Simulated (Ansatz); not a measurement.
A made-up structure of CH$_{6}$SSi, closed shell:

Si1  (-0.738, 0.123, -0.473)
C2  (0.875, 0.002, -0.163)
S3  (0.723, -0.883, 1.286)
H4  (-1.335, -1.336, -0.655)
H5  (-0.602, 0.917, -1.629)
H6  (-1.585, 0.905, 0.645)
H7  (1.468, -0.672, -0.929)
H8  (1.401, 1.046, -0.136)
H9  (-0.206, -0.103, 2.055)
(Å)

It is relaxed with PBE-D4/def2-SVP and then PBE0-D4/def2-TZVP (Ansatz 0.2.0). Atoms count as bonded within 1.22 times the sum of their covalent radii (H–H: 0.88 Å). The end point is not checked to be a true minimum.

(1) Does its bonding change? (Judge from chemistry; the calculation decides.)

## Answers

(1) The calculation gives: Yes. Formed: none; broken: Si1–S3.

Where it ends: The first stage lowers the energy by 2.16 eV in 7 steps. It ends as CH₆SSi ([SiH3][CH2][SH]):
```
9
angstrom
Si -0.8653 0.1667 -0.6245
C 0.9108 -0.0269 -0.0470
S 1.0021 -0.9139 1.5315
H -1.4716 -1.1694 -0.8457
H -0.9242 0.9542 -1.8874
H -1.6349 0.8879 0.4246
H 1.4570 -0.6492 -0.7605
H 1.4333 0.9300 0.0159
H 0.0928 -0.1794 2.1933
```

Labels in which every atom is bracketed show which atoms are joined, not bond orders.

For scale, one of the runs: PBE0-D4/def2-TZVP relaxation, 141 basis functions, launched by `ansatz run in.yaml --threads 2 --pin off --events-out ev --progress --plain --max-ram 4352MiB`. Hardware: 2 CPU threads of an Arm Neoverse V1, shared host. Wall time about 21 s.
